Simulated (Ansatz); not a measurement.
The same path of C$_{3}$H$_{5}$ (8 atoms, charge 0, multiplicity 2) was run twice with different band settings. The coordinate that changes most is the dihedral H4–C1–C2–C3.

Theory: UKS PBE0-D4/cc-pVDZ in Ansatz 0.2.0.

Relaxed end points:

```xyz
8
Properties=species:S:1:pos:R:3
C -0.460 0.964 -0.626
C 0.345 0.234 0.233
C 0.223 -1.126 0.464
H -1.263 0.481 -1.188
H -0.315 2.036 -0.769
H 1.136 0.772 0.768
H -0.550 -1.713 -0.039
H 0.886 -1.648 1.156
```

```xyz
8
Properties=species:S:1:pos:R:3
C -0.459 0.965 -0.627
C 0.344 0.233 0.232
C 0.221 -1.126 0.466
H -0.313 2.037 -0.768
H -1.265 0.483 -1.187
H 1.136 0.770 0.767
H -0.550 -1.715 -0.039
H 0.886 -1.647 1.156
```

Common settings: spring 5.0 eV/Å²; optimiser quadratic models (default); start path through a guess of the saddle point; force threshold 0.03 eV/Å; iteration limit 60; end points relaxed.

| run | movable images | climbing image |
| --- | --- | --- |
| 1 | 5 | yes |
| 2 | 8 | no |

Task: What does each run give, and how far can it be trusted?

Result: Run 1: converged after 8 iterations, highest image 0.735 eV above the first end. A vibrational analysis at the climbing image gives one clearly imaginary mode, 403i cm⁻¹: a first-order saddle point.
Run 2: converged after 8 iterations, highest image 0.721 eV above the first end. No image climbed, so the highest image needn't sit at the top of the path.
